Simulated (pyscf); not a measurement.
Elementary routes open to H₂N–SiH•–F + hydrogen (H₂) in the gas phase (doublet surface):
A. H₂N–SiH₂–F + H atom (H•) (H–H broken; H–Si formed)
B. F–SiH₂• + ammonia (NH₃) (N–Si, H–H broken; H–Si, H–N formed)
C. H₂N–SiH₂• + hydrogen fluoride (HF) (F–Si, H–H broken; H–Si, F–H formed)

Single points on ωB97X-D3(BJ)/def2-SVP structures (PySCF, gas phase).

Rank the routes by free-energy barrier at 900 K, lowest first, for ωB97M-D3(BJ)/def2-TZVP energies (ideal gas, 1 atm, RRHO with modes under 100 cm⁻¹ raised to 100, one conformer, R ln 2 for chiral ones without a mode under 150 cm⁻¹).

A (1.49 eV), B (2.93 eV), C (3.50 eV)

Route A is the fastest of these, ahead of the next by 1.44 eV. The most stable products are those of B (ΔG = +0.51 eV), whose barrier is 1.44 eV higher: the kinetic and the thermodynamic product differ. At 298 K A is still the fastest. B: On the product side the descent ends in a complex (not fully relaxed), 0.19 eV under the separated species and 1.41 eV under the saddle at ωB97X-D3(BJ)/def2-TZVP. Only these routes are compared; each barrier is that of the saddle found, and lower ones may exist.
